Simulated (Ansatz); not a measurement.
Potential energy curve for Na2, singlet.

- RKS-PBE = Ansatz (a program for electronic structure) with restricted PBE/aug-cc-pVQZ
- UKS-PBE = unrestricted PBE/aug-cc-pVQZ in Ansatz
- FCI = full CI/aug-cc-pVQZ, frozen core in Ansatz

Energies relative to the lowest point of each curve near equilibrium, in kcal/mol; the last columns give the error against full CI:

| R / Å | RKS-PBE | UKS-PBE | FCI | RKS-PBE − FCI | UKS-PBE − FCI |
|---|---|---|---|---|---|
| 2.52 | 5.2 | 5.2 | 7.2 | -2.0 | -2.0 |
| 2.65 | 2.8 | 2.8 | 4.3 | -1.5 | -1.5 |
| 2.74 | 1.7 | 1.7 | 2.8 | -1.1 | -1.1 |
| 2.92 | 0.3 | 0.3 | 0.9 | -0.6 | -0.6 |
| 3.01 | 0.0 | 0.0 | 0.3 | -0.3 | -0.3 |
| 3.10 | 0.0 | 0.0 | 0.1 | -0.1 | -0.1 |
| 3.17 | 0.1 | 0.1 | 0.0 | 0.1 | 0.1 |
| 3.25 | 0.3 | 0.3 | 0.1 | 0.3 | 0.3 |
| 3.45 | 1.4 | 1.4 | 0.7 | 0.7 | 0.7 |
| 3.55 | 2.1 | 2.1 | 1.2 | 0.9 | 0.9 |
| 3.88 | 4.9 | 4.9 | 3.6 | 1.3 | 1.3 |
| 4.16 | 7.5 | 7.5 | 5.8 | 1.7 | 1.7 |
| 4.63 | 11.9 | 11.4 | 9.4 | 2.5 | 2.0 |
| 5.10 | 15.8 | 14.3 | 12.2 | 3.6 | 2.0 |
| 5.60 | 19.2 | 16.2 | 14.2 | 5.0 | 2.0 |
| 6.26 | 22.5 | 17.4 | 15.6 | 6.9 | 1.8 |
| 6.86 | 24.6 | 17.8 | 16.1 | 8.4 | 1.7 |
| 7.50 | 26.0 | 18.0 | 16.4 | 9.6 | 1.6 |
| 8.36 | 27.2 | 18.1 | 16.6 | 10.6 | 1.5 |
| 9.44 | 27.8 | 18.1 | 16.7 | 11.2 | 1.4 |

RKS-PBE is furthest from FCI at 9.44 (11.2 kcal/mol, above); its mean absolute error over the points is 3.4 kcal/mol.

UKS-PBE is furthest from FCI at 5.10 (2.0 kcal/mol, above); its mean absolute error over the points is 1.2 kcal/mol.

The restricted form behind RKS-PBE keeps the bonding electrons paired and can't separate into open-shell fragments. The unrestricted determinant behind UKS-PBE is spin-contaminated at 4.16 to 9.44 Å (<S²> up to 1.0, against 0.00 for a pure singlet).
